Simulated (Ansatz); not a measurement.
The cluster B3H6 was relaxed with PBE-D4 (def2-TZVP) in Ansatz in these states: charge +1 singlet, neutral doublet. The geometries follow in no particular order.

A:

```xyz
9

B     0.1263    0.1328    0.8245
B     0.2381   -0.8352   -0.6161
B    -0.4466    0.6160   -0.7450
H    -0.6816   -0.1730    1.6744
H    -0.9018    1.1444   -1.7056
H     0.4175   -1.6535   -1.4572
H     0.6650   -1.2250    0.4944
H    -0.5489    1.3473    0.2660
H     1.1318    0.6463    1.2647
```

B:

```csv
atom,x (Å),y (Å),z (Å)
B1,-0.816,0.182,-0.187
B2,0.325,-0.117,0.963
B3,0.587,-0.561,-0.620
H4,-1.919,0.521,-0.465
H5,1.599,-0.883,-1.144
H6,1.102,-0.040,1.852
H7,-0.810,0.329,1.273
H8,-0.362,-0.437,-1.436
H9,0.294,1.007,-0.236
```

Problem. Judge from the bond lengths which geometry belongs to which state (an estimate).

Solution. A is the neutral doublet (B1–H9 1.212 Å, B1–B3 1.739 Å, B1–B2 1.739 Å); B is the charge +1 singlet (B1–H9 1.385 Å, B1–B3 1.646 Å, B1–B2 1.647 Å).

These are the stationary points nearest to one start from a short search; other shapes may lie lower in each state.
